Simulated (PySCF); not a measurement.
## Orbital energies and ionisation energy

C₅H₉F.
Geometry (PBE0-D3(BJ)/def2-SVP, Å), atoms numbered from 1 in this order:
```
atom  x, y, z in Å
C1    -0.9833    1.6559    0.0511
C2    -0.5509    0.4017    0.2276
C3    -1.4649   -0.7828    0.1291
C4     0.8989    0.1137    0.5199
C5     1.6523   -0.5504   -0.6170
F6     1.2008   -1.8333   -0.8353
H7    -0.3055    2.5112    0.1291
H8    -2.0325    1.8705   -0.1712
H9    -2.5067   -0.4790   -0.0433
H10   -1.4241   -1.3820    1.0542
H11   -1.1493   -1.4555   -0.6831
H12    1.4245    1.0516    0.7609
H13    0.9840   -0.5395    1.4068
H14    2.7287   -0.6057   -0.3792
H15    1.5284    0.0228   -1.5519
```

Level: CAM-B3LYP/def2-SVPD (PySCF). Frontier orbitals with their largest atomic shares (Löwdin; up to four atoms above 4 %):

```csv
orbital,ε (eV),main atoms
HOMO−3,-11.46,"C3 20 %, C2 16 %, C1 13 %, F6 11 %"
HOMO−2,-11.29,"F6 37 %, C5 20 %, C4 17 %, H15 9 %"
HOMO−1,-10.72,"F6 15 %, C4 15 %, C5 14 %, C2 14 %"
HOMO,-8.53,?
LUMO,1.13,"C1 18 %, C2 15 %, C4 11 %, C5 9 %"
LUMO+1,1.54,"C1 26 %, C2 18 %, H7 9 %, C3 9 %"
LUMO+2,2.02,"C5 17 %, H14 15 %, C3 12 %, H15 9 %"
```

Task: What vertical ionisation energy does ΔSCF give, and how far is −ε(HOMO) from it?

Result: ΔSCF: 9.37 eV (904 kJ/mol; threshold wavelength 132 nm); ⟨S²⟩ of the doublet left behind is 0.753, against 0.75 for a pure doublet. −ε(HOMO) is 8.53 eV, 0.84 eV below it. For the exact functional −ε(HOMO) would equal the first vertical ionisation energy; CAM-B3LYP (range-separated hybrid) falls short of its own ΔSCF value by 9 %.

Task: On which atoms does the HOMO lie?

Result: C1 (terminal =CH2 carbon) 38 %, C2 (fully substituted alkene carbon) 32 %, C3 (allylic carbon) 7 %, C4 (allylic carbon) 5 %, so no atom holds as much as 40 %. The HOMO−1 lies 2.19 eV lower.

Task: What total energies stand behind the ΔSCF value?

Result: E(N) = -295.42751 Eh and E(N − 1) = -295.08302 Eh at the same geometry, 0.34449 Eh apart.

Task: With α = 63.7 au, estimate the like-pair dispersion coefficient by London's formula C6 = (3/4)α²I.

Result: I = 0.3445 Eh, so C6 ≈ 1050 au, a rough estimate.

Task: Shift the occupied levels rigidly so that −ε(HOMO) equals the ΔSCF value. What binding energies result?

Result: The shift is +0.84 eV: HOMO 9.37, HOMO−1 11.56, HOMO−2 12.13, HOMO−3 12.30 eV. A rigid shift is only a rough guide to the deeper ionisations.

Task: How many of the 10 lowest singlet excitations (vertical TDDFT, same level) lie below the ionisation energy?

Result: All 10; they run from 6.88 to 9.02 eV.

Geometry: PBE0-D3(BJ)/def2-SVP, one conformer, isolated molecule.
